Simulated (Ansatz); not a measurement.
Born–Oppenheimer molecular dynamics of CHBCl (4 atoms, charge 0, multiplicity 2). It starts from a relaxed structure.

Level of theory: UKS PBE-D4/def2-SVP (Ansatz).

| Item | Value |
| --- | --- |
| ensemble | NVT, Langevin thermostat |
| time step | 0.5 fs |
| steps asked | 129 |
| set temperature | 2000 K |
| friction | 0.005 /fs |
| seed | 679830 |

Frames 5 fs apart, positions in Å, forces in eV/Å.

Velocities at 0.0 fs (Å/ps):

```
C -12.39 -17.09 4.01
B -10.46 8.08 13.51
Cl 7.79 4.41 -5.46
H -14.03 -38.17 -0.74
```

```xyz
4
Properties=species:S:1:pos:R:3:forces:R:3 time_fs=0.0 energy_less_start_eV=0.000 T=1500
C -0.473 0.554 -0.413 0.00 0.00 0.00
B 0.300 -0.351 0.261 0.00 0.00 0.00
Cl 1.262 -1.475 1.099 0.00 0.00 0.00
H -1.088 1.272 -0.948 0.00 0.00 0.00
4
Properties=species:S:1:pos:R:3:forces:R:3 time_fs=5.0 energy_less_start_eV=0.034 T=1425
C -0.544 0.474 -0.394 -0.96 1.01 -0.82
B 0.259 -0.319 0.339 0.95 -1.06 0.56
Cl 1.302 -1.452 1.077 -0.12 0.18 0.07
H -1.160 1.144 -1.000 0.12 -0.13 0.19
4
Properties=species:S:1:pos:R:3:forces:R:3 time_fs=10.0 energy_less_start_eV=0.079 T=1382
C -0.615 0.401 -0.386 0.19 -0.10 0.28
B 0.220 -0.309 0.437 0.10 -0.22 -0.53
Cl 1.341 -1.427 1.064 -0.06 0.10 0.29
H -1.159 1.030 -1.075 -0.23 0.22 -0.05
4
Properties=species:S:1:pos:R:3:forces:R:3 time_fs=15.0 energy_less_start_eV=0.165 T=972
C -0.676 0.322 -0.359 -0.08 0.38 -0.17
B 0.186 -0.294 0.519 0.05 -0.23 -0.79
Cl 1.369 -1.396 1.052 -0.03 0.07 0.43
H -1.152 0.958 -1.123 0.06 -0.23 0.53
4
Properties=species:S:1:pos:R:3:forces:R:3 time_fs=20.0 energy_less_start_eV=0.224 T=810
C -0.741 0.256 -0.332 0.55 -0.33 0.79
B 0.152 -0.292 0.565 0.20 -0.40 -0.85
Cl 1.400 -1.363 1.047 -0.23 0.24 0.41
H -1.171 0.862 -1.101 -0.52 0.49 -0.34
4
Properties=species:S:1:pos:R:3:forces:R:3 time_fs=25.0 energy_less_start_eV=0.209 T=791
C -0.799 0.199 -0.308 -0.17 0.41 -0.24
B 0.134 -0.301 0.562 0.72 -0.77 -0.45
Cl 1.433 -1.329 1.049 -0.47 0.45 0.29
H -1.298 0.776 -1.095 -0.07 -0.09 0.39
4
Properties=species:S:1:pos:R:3:forces:R:3 time_fs=30.0 energy_less_start_eV=0.182 T=1068
C -0.861 0.145 -0.299 0.15 0.02 0.25
B 0.113 -0.329 0.532 1.19 -1.04 -0.10
Cl 1.470 -1.296 1.051 -0.85 0.69 0.08
H -1.438 0.668 -1.037 -0.49 0.33 -0.23
4
Properties=species:S:1:pos:R:3:forces:R:3 time_fs=35.0 energy_less_start_eV=0.124 T=1094
C -0.926 0.096 -0.309 0.20 0.15 0.12
B 0.113 -0.374 0.487 0.12 -0.39 -0.72
Cl 1.496 -1.260 1.061 -0.81 0.60 -0.05
H -1.656 0.620 -0.965 0.49 -0.36 0.65
4
Properties=species:S:1:pos:R:3:forces:R:3 time_fs=40.0 energy_less_start_eV=0.098 T=1340
C -0.985 0.046 -0.340 1.78 -0.72 1.28
B 0.112 -0.426 0.418 -0.72 0.09 -0.89
Cl 1.512 -1.226 1.075 -0.87 0.53 -0.32
H -1.823 0.611 -0.727 -0.20 0.10 -0.08
4
Properties=species:S:1:pos:R:3:forces:R:3 time_fs=45.0 energy_less_start_eV=0.139 T=1305
C -1.014 0.002 -0.361 0.60 -0.04 0.95
B 0.106 -0.481 0.347 -0.18 0.02 -0.17
Cl 1.531 -1.183 1.090 -1.10 0.52 -0.67
H -1.950 0.599 -0.457 0.68 -0.50 -0.11
4
Properties=species:S:1:pos:R:3:forces:R:3 time_fs=50.0 energy_less_start_eV=0.193 T=847
C -1.019 -0.049 -0.352 0.00 0.16 0.58
B 0.105 -0.543 0.295 0.74 -0.23 0.62
Cl 1.531 -1.145 1.100 -0.90 0.30 -0.75
H -1.933 0.543 -0.181 0.15 -0.23 -0.45
4
Properties=species:S:1:pos:R:3:forces:R:3 time_fs=55.0 energy_less_start_eV=0.266 T=562
C -1.012 -0.111 -0.353 -0.06 0.13 0.36
B 0.117 -0.609 0.274 0.46 -0.05 0.56
Cl 1.520 -1.122 1.103 -0.15 -0.07 -0.43
H -1.879 0.469 -0.020 -0.25 -0.01 -0.50
```

Of the whole run (64 fs, mean temperature of the second half 886 K): The mean temperature of the second half is 56 % below the set value. A run of 0.065 ps of so small a system gives no equilibrium averages.

The run took 8.6 min on 1 thread of Arm Neoverse V1, on a shared host, peak memory 0.11 GiB.
